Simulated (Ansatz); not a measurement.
This geometry of BFH4S (7 atoms, charge 0, multiplicity 1) is a first-order saddle point.

Computed with RKS PBE/def2-SVPD (Ansatz).

```xyz
7
Properties=species:S:1:pos:R:3
B -0.004 0.299 0.152
H -0.175 -0.459 1.215
F 1.224 0.060 -0.399
H -1.034 0.224 -0.483
S -0.104 2.166 1.052
H 1.174 2.157 1.531
H -0.177 0.617 1.550
```

(1) Which two structures does it join? (They come from a converged band through this point; their orientation in space is the band's.)

(2) How far does it lie above each of them?

Answers

(1) Bonds broken: B1–H2, S5–H7. Bonds formed: H2–H7. BFH4S becomes BFH2S + H2.

Image 0:

```xyz
7
Properties=species:S:1:pos:R:3
B 0.080 -0.028 0.057
H 0.249 -0.709 1.056
F 1.136 0.034 -0.826
H -1.040 0.074 -0.424
S 0.130 2.028 0.969
H 1.155 1.877 1.856
H -0.808 1.790 1.930
```

Image 8:

```xyz
7
Properties=species:S:1:pos:R:3
B 0.200 0.873 -0.253
H -0.769 -1.021 2.157
F 1.227 0.013 -0.170
H -0.836 0.526 -0.771
S 0.340 2.553 0.390
H 1.624 2.433 0.837
H -0.882 -0.312 2.429
```

(2) 0.60 eV above the first and 1.01 eV above the second. This is the barrier of this one path; another mechanism may lie lower. The orbitals stay closed-shell, which can raise the energy where a bond breaks towards radicals; this wasn't checked here.

Run time: 58 s on 2 threads of Intel(R) Xeon(R) Platinum 8559C (Emerald Rapids), on a shared host, peak memory 0.18 GiB.
